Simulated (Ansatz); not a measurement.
`O=CC(O)F` → 2 C• + F• + 3 H• + 2 O•  (atomization)

Computed with Ansatz on PBE0-D4/def2-TZVP structures; ΔE is electronic, products minus reactants. CCSD(T)/CBS adds triple-zeta CCSD(T) − MP2 to the extrapolated MP2 energy (def2 sets, frozen cores). This one scheme is used for every species, atoms too. DFT in def2-TZVPP. No spin–orbit coupling; open shells (•) take unrestricted orbitals. Spin–orbit coupling would lower the free atoms: a little for C, F, O. One conformer a species, not always the lowest.

`O=CC(O)F`:

Z-matrix (Å, degrees):
```
C
C 1 1.527
F 1 1.392 2 104.0
O 1 1.350 2 111.6 3 -120.9
H 1 1.095 2 112.6 3 114.6
O 2 1.198 1 120.8 3 116.3
H 2 1.105 1 116.5 3 -60.8
H 4 0.970 1 107.5 2 19.4
```

Question: What is ΔE at CCSD(T)/CBS? (Estimate.)

Answer: Ansatz gave: +3299.3 kJ/mol.

Question: What do these levels give: r2SCANh-D4, r2SCAN0-D4, ωB97X-V, PBE-QIDH, PBE0, BHLYP, CCSD/def2-SVP, CCSD(T)/def2-SVP, SCS-MP2/def2-TZVPP, CCSD(T)/def2-TZVPP, SCS-MP2/def2-QZVPP, HF/CBS(def2)? (Best estimate.)

Answer: The calculation gave: r2SCANh-D4 3271.6, r2SCAN0-D4 3210.5, ωB97X-V 3305.6, PBE-QIDH 3266.6, PBE0 3301.4, BHLYP 3100.0, CCSD/def2-SVP 3080.5, CCSD(T)/def2-SVP 3126.6, SCS-MP2/def2-TZVPP 3265.7, CCSD(T)/def2-TZVPP 3203.1, SCS-MP2/def2-QZVPP 3328.3, HF/CBS(def2) 2220.1 kJ/mol.

Question: What do rigid-rotor, harmonic-oscillator terms from PBE0-D4/def2-TZVP frequencies (298.15 K, 1 bar) make of the CCSD(T)/CBS value? (Best estimate.)

Answer: Computed: ΔZPE = -142.7 kJ/mol, ΔH = +3190.6 kJ/mol, ΔS = 844 J/(mol·K), ΔG = +2938.9 kJ/mol. Open shells count their whole term as degenerate.

Largest T1 diagnostic among the species: 0.014.

Leaving LDA and LC-ωPBE aside and taking each functional with its dispersion term where it has one, the values, not all of them listed here, spread over 329.3 kJ/mol, from BHLYP-D4 to PBE-D4. LDA lies +515.3 kJ/mol from PBE without D4, its usual overbinding. From PBE to PBE0 (25 % exact exchange), in def2-TZVPP and without D4, ΔE moves by −128.6 kJ/mol: exact exchange takes away binding that semilocal exchange gives to molecules.

For atomizations the MP2-based limit and the directly extrapolated one differ by several kJ/mol either way, and by 10 to 25 for some Ge, Se and Sn compounds, so smaller differences from it don't rank the levels.
